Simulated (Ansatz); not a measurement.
We consider fcc Sr, described by HSE06 (plane waves, PAW; Ansatz, a quantum-chemistry and plane-wave program).

Settings: plane-wave cutoff 520 eV, 10×10×10 k mesh, Fermi–Dirac smearing 0.098 eV (set by the program), scalar-relativistic PAW data made under PBE.

Cell (relaxed at this level):

```yaml
crystal:
  lattice:
    - [0.00000, 3.05925, 3.05925]
    - [3.05925, 0.00000, 3.05925]
    - [3.05925, 3.05925, 0.00000]
  atoms:
    - { symbol: Sr, position: [0.00000, 0.00000, 0.00000] }
```

Problem. Give the computed Poisson ratio, Voigt–Reuss–Hill bulk modulus, polycrystal shear modulus (Hill average), elastic constant C11, Young modulus, elastic constant C12 and elastic constant C44.

Solution. 
* **Poisson ratio**: 0.262
* **Voigt–Reuss–Hill bulk modulus**: 11.6 GPa
* **polycrystal shear modulus (Hill average)**: 6.58 GPa
* **elastic constant C11**: 15.7 GPa
* **Young modulus**: 16.6 GPa
* **elastic constant C12**: 9.61 GPa
* **elastic constant C44**: 10.9 GPa

Measured, for comparison: elastic constant C11 15 GPa (temperature not stated, not corrected to a static lattice; as tabulated in Mehl and Papaconstantopoulos (1996), arXiv:mtrl-th/9602003). Computed (rounded) less measured: elastic constant C11 +5 %. A static lattice is as a rule a little smaller and stiffer than an uncorrected measurement, which narrows the difference in the elastic constant C11 and would widen misses of the other sign.

Note: hybrids on metals are sensitive to the k mesh; the run warned that the count of filled bands differs between k points.

Elastic constants are with the ions relaxed.

Cost on a shared machine: roughly 110 core-minutes.
